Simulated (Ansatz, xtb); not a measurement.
## Ranking isomers of CH3NSi−

9 gas-phase structures of CH3NSi−, found in a search over its isomers (lower ones may exist). Each was relaxed with GFN2-xTB; where two conformers were screened, the lower at r2SCAN-D4/def2-SVPD is listed:

A. the doublet with the links of `[N-]=C[SiH2]`
B. the doublet with the links of `[CH]1[N-][SiH2]1`
C. the doublet with the links of `[H]/[C]=N\[SiH2-]`
D. the doublet with the links of `C[Si]=[N-]`
E. a doublet given by its coordinates
F. the doublet with the links of `[H]/[Si-]=N/[CH2]`
G. the doublet with the links of `[N-]=[C][SiH3]`
H. the doublet with the links of `[CH2][SiH]=[N-]`
I. the doublet with the links of `[H]/[C]=N/[SiH2-]`

E (Å):

```xyz
6

C    -1.3160   -1.8196    1.4177
N     0.1910   -0.5887   -0.8869
Si   -0.7648   -0.3900    0.4544
H    -1.9887   -1.5806    2.2602
H    -0.5002   -2.4572    1.8017
H     0.4613    0.2562   -1.3891
```

Close contacts (Å): C1–Si3 1.81, N2–Si3 1.66, C1–H4 1.10, C1–H5 1.10, N2–H6 1.02.

Q: Which do you expect lowest at r2SCAN-D4/def2-SVPD, and how would the others follow?

A: Calculated order at r2SCAN-D4/def2-SVPD: G (0.0), F (13.8), E (23.1), A (48.2), D (61.3), I (88.5), C (90.3), B (123.7), H (144.1) kJ/mol. Less than 1 kcal/mol parts I and C, so the order within that pair means little.

Energies above the lowest of each column, in kJ/mol; the last columns are at BLYP-D3(BJ)/def2-SVPD geometries and were run for some of them only (a dash: not run or not comparable):

```tsv
structure	GFN2-xTB	HF/STO-3G	r2SCAN-D4/def2-SVPD	BLYP-D3(BJ)/def2-SVPD	CCSD(T)/def2-SVPD
G	0.0	37.7	0.0	0.0	0.0
F	86.4	52.4	13.8	24.5	38.7
E	122.2	190.9	23.1	38.9	51.2
A	112.2	0.0	48.2	41.8	–
D	79.7	98.6	61.3	57.8	–
I	118.9	97.0	88.5	–	–
C	114.2	139.8	90.3	–	–
B	113.8	176.4	123.7	–	–
H	75.9	254.5	144.1	–	–
```

CCSD(T)/def2-SVPD puts G lowest of those it was run on; HF/STO-3G picks A. Flexible structures stand in one conformer each, not always the lowest. Frequencies (BLYP-D3(BJ)/def2-SVPD) were run for E, F, G alone. Open shells are spin-unrestricted, some with notable spin contamination. Large T1 diagnostics make some coupled-cluster values less sure.

Over these structures GFN2-xTB departs from r2SCAN-D4/def2-SVPD by 36.4 kJ/mol on average once a common shift is removed. A GFN2-xTB relaxation took about 0.11 s and the r2SCAN-D4/def2-SVPD energy about 1.9 s on a shared host (Ansatz 0.2.0, xtb 6.7.1).
